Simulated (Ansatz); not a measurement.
Molecular dynamics of C₄H₅FO

Input:

```yaml
crystal:
  periodic: [false, false, false]
  atoms:
    - { symbol: C, position_ang: [0.158051, -0.349778, 1.450494] }
    - { symbol: C, position_ang: [0.537195, 0.206026, 0.066436] }
    - { symbol: O, position_ang: [0.739236, -0.886738, -0.96366] }
    - { symbol: C, position_ang: [-0.327115, -0.275901, -1.719924] }
    - { symbol: C, position_ang: [-0.584731, 0.733267, -0.85838] }
    - { symbol: F, position_ang: [-1.427917, 1.782295, -0.768927] }
    - { symbol: H, position_ang: [0.998665, -0.914104, 1.875688] }
    - { symbol: H, position_ang: [-0.712547, -1.012749, 1.371571] }
    - { symbol: H, position_ang: [-0.086314, 0.478612, 2.129233] }
    - { symbol: H, position_ang: [1.441308, 0.846034, 0.122288] }
    - { symbol: H, position_ang: [-0.67033, -0.663863, -2.684119] }
magnetization:
  spin_polarized: true
basis:
  gaussian: { orbitals: STO-3G }
hamiltonian:
  xc: pbe0
  dispersion: d4
md:
  timestep: 0.25
  n_steps: 142
  ensemble: nve
  temperature: 50.0
  initial_velocities: maxwell_boltzmann
  seed: 495717
```

Launched with:

```bash
$ ansatz run input.yaml --threads 1 --pin off --max-ram 2048MiB --backend cpu --events-out ev --progress --plain --runs-dir out
```

It starts from a relaxed structure.

Output, in part (one step line in 5, the closing report, with atoms numbered from 0):

```
md step     0: t =     0.00 fs  T =    50.0 K  F+E_penalty+E_count = -8864.26961132 eV  E_kin = 0.058167 eV  conserved = -8864.21144432 eV  (28 SCF iters)
md step     5: t =     1.25 fs  T =    41.2 K  F+E_penalty+E_count = -8864.25933782 eV  E_kin = 0.047951 eV  conserved = -8864.21138660 eV  (26 SCF iters)
md step    10: t =     2.50 fs  T =    30.3 K  F+E_penalty+E_count = -8864.24657337 eV  E_kin = 0.035238 eV  conserved = -8864.21133525 eV  (25 SCF iters)
md step    15: t =     3.75 fs  T =    31.7 K  F+E_penalty+E_count = -8864.24823464 eV  E_kin = 0.036847 eV  conserved = -8864.21138723 eV  (26 SCF iters)
md step    20: t =     5.00 fs  T =    31.3 K  F+E_penalty+E_count = -8864.24782354 eV  E_kin = 0.036395 eV  conserved = -8864.21142822 eV  (26 SCF iters)
md step    25: t =     6.25 fs  T =    18.5 K  F+E_penalty+E_count = -8864.23287347 eV  E_kin = 0.021512 eV  conserved = -8864.21136193 eV  (24 SCF iters)
md step    30: t =     7.50 fs  T =    11.7 K  F+E_penalty+E_count = -8864.22493725 eV  E_kin = 0.013610 eV  conserved = -8864.21132684 eV  (24 SCF iters)
md step    35: t =     8.75 fs  T =    20.2 K  F+E_penalty+E_count = -8864.23494006 eV  E_kin = 0.023538 eV  conserved = -8864.21140252 eV  (23 SCF iters)
md step    40: t =    10.00 fs  T =    23.6 K  F+E_penalty+E_count = -8864.23892291 eV  E_kin = 0.027500 eV  conserved = -8864.21142242 eV  (23 SCF iters)
md step    45: t =    11.25 fs  T =    15.8 K  F+E_penalty+E_count = -8864.22978319 eV  E_kin = 0.018430 eV  conserved = -8864.21135275 eV  (29 SCF iters)
md step    50: t =    12.50 fs  T =    15.6 K  F+E_penalty+E_count = -8864.22946416 eV  E_kin = 0.018120 eV  conserved = -8864.21134383 eV  (22 SCF iters)
md step    55: t =    13.75 fs  T =    25.4 K  F+E_penalty+E_count = -8864.24090533 eV  E_kin = 0.029493 eV  conserved = -8864.21141185 eV  (23 SCF iters)
md step    60: t =    15.00 fs  T =    26.4 K  F+E_penalty+E_count = -8864.24213950 eV  E_kin = 0.030723 eV  conserved = -8864.21141680 eV  (23 SCF iters)
md step    65: t =    16.25 fs  T =    17.7 K  F+E_penalty+E_count = -8864.23192888 eV  E_kin = 0.020583 eV  conserved = -8864.21134539 eV  (23 SCF iters)
md step    70: t =    17.50 fs  T =    18.6 K  F+E_penalty+E_count = -8864.23296773 eV  E_kin = 0.021615 eV  conserved = -8864.21135276 eV  (25 SCF iters)
md step    75: t =    18.75 fs  T =    27.1 K  F+E_penalty+E_count = -8864.24299532 eV  E_kin = 0.031575 eV  conserved = -8864.21142069 eV  (26 SCF iters)
md step    80: t =    20.00 fs  T =    25.0 K  F+E_penalty+E_count = -8864.24044625 eV  E_kin = 0.029047 eV  conserved = -8864.21139911 eV  (26 SCF iters)
md step    85: t =    21.25 fs  T =    17.6 K  F+E_penalty+E_count = -8864.23176411 eV  E_kin = 0.020424 eV  conserved = -8864.21133981 eV  (24 SCF iters)
md step    90: t =    22.50 fs  T =    21.1 K  F+E_penalty+E_count = -8864.23596764 eV  E_kin = 0.024602 eV  conserved = -8864.21136576 eV  (25 SCF iters)
md step    95: t =    23.75 fs  T =    28.8 K  F+E_penalty+E_count = -8864.24489054 eV  E_kin = 0.033472 eV  conserved = -8864.21141884 eV  (28 SCF iters)
md step   100: t =    25.00 fs  T =    25.9 K  F+E_penalty+E_count = -8864.24154565 eV  E_kin = 0.030157 eV  conserved = -8864.21138885 eV  (26 SCF iters)
md step   105: t =    26.25 fs  T =    20.9 K  F+E_penalty+E_count = -8864.23565397 eV  E_kin = 0.024313 eV  conserved = -8864.21134103 eV  (25 SCF iters)
md step   110: t =    27.50 fs  T =    26.7 K  F+E_penalty+E_count = -8864.24240785 eV  E_kin = 0.031028 eV  conserved = -8864.21137957 eV  (26 SCF iters)
md step   115: t =    28.75 fs  T =    32.9 K  F+E_penalty+E_count = -8864.24974068 eV  E_kin = 0.038323 eV  conserved = -8864.21141719 eV  (25 SCF iters)
md step   120: t =    30.00 fs  T =    29.3 K  F+E_penalty+E_count = -8864.24545726 eV  E_kin = 0.034083 eV  conserved = -8864.21137415 eV  (24 SCF iters)
md step   125: t =    31.25 fs  T =    27.0 K  F+E_penalty+E_count = -8864.24276840 eV  E_kin = 0.031421 eV  conserved = -8864.21134766 eV  (23 SCF iters)
md step   130: t =    32.50 fs  T =    33.3 K  F+E_penalty+E_count = -8864.25015144 eV  E_kin = 0.038761 eV  conserved = -8864.21139083 eV  (23 SCF iters)
md step   135: t =    33.75 fs  T =    36.5 K  F+E_penalty+E_count = -8864.25385247 eV  E_kin = 0.042441 eV  conserved = -8864.21141128 eV  (25 SCF iters)
md step   140: t =    35.00 fs  T =    30.8 K  F+E_penalty+E_count = -8864.24721849 eV  E_kin = 0.035847 eV  conserved = -8864.21137114 eV  (25 SCF iters)
md step   142: t =    35.50 fs  T =    28.5 K  F+E_penalty+E_count = -8864.24451011 eV  E_kin = 0.033152 eV  conserved = -8864.21135832 eV  (29 SCF iters)
Total energy: -8864.24452661 eV, -325.7549779523 hartree
Atom 0 at     0.156093    -0.352621     1.456031 Å, force    -0.697210     0.018822    -0.108827 eV/Å
Atom 1 at     0.533403     0.208914     0.074196 Å, force    -0.296828    -0.275097    -0.466896 eV/Å
Atom 2 at     0.745504    -0.881977    -0.971215 Å, force    -0.150357     0.120692     0.145684 eV/Å
Atom 3 at    -0.343529    -0.285787    -1.722280 Å, force     0.500124     0.287475     0.819471 eV/Å
Atom 4 at    -0.574971     0.737845    -0.869418 Å, force    -0.202601    -0.090875     0.186150 eV/Å
Atom 5 at    -1.421673     1.782812    -0.766478 Å, force    -0.025996     0.006003    -0.036674 eV/Å
Atom 6 at     1.005928    -0.862540     1.903584 Å, force     0.406013    -0.219897     0.129658 eV/Å
Atom 7 at    -0.677254    -1.075152     1.367535 Å, force     0.220164     0.323465     0.056964 eV/Å
Atom 8 at    -0.137260     0.471834     2.127826 Å, force    -0.038684    -0.150682    -0.151074 eV/Å
Atom 9 at     1.414077     0.860766     0.151481 Å, force     0.433395     0.170528    -0.060660 eV/Å
Atom 10 at    -0.704075    -0.683574    -2.660863 Å, force    -0.148021    -0.190434    -0.513795 eV/Å
Dipole moment:    -0.033929     0.084970     0.141721 e Å
```

All steps were run. The conserved energy stayed within 0.011 meV per atom of its start (net change 0.0078 meV per atom), so the integration is sound. A run of 0.035 ps of so small a system gives no equilibrium averages. Limits of this set-up: minimal basis.

The same pairs are bonded in the first frame and the last. Pairs count as bonded within 1.25 times the sum of covalent radii (0.12 Å more for H–H).

Last frame:

```xyz
11
Properties=species:S:1:pos:R:3
C 0.156 -0.353 1.456
C 0.533 0.209 0.074
O 0.746 -0.882 -0.971
C -0.344 -0.286 -1.722
C -0.575 0.738 -0.869
F -1.422 1.783 -0.766
H 1.006 -0.863 1.904
H -0.677 -1.075 1.367
H -0.137 0.472 2.128
H 1.414 0.861 0.151
H -0.704 -0.684 -2.661
```

The run took 6.3 min on 1 thread of Arm Neoverse V2, on a shared host, peak memory 0.13 GiB.
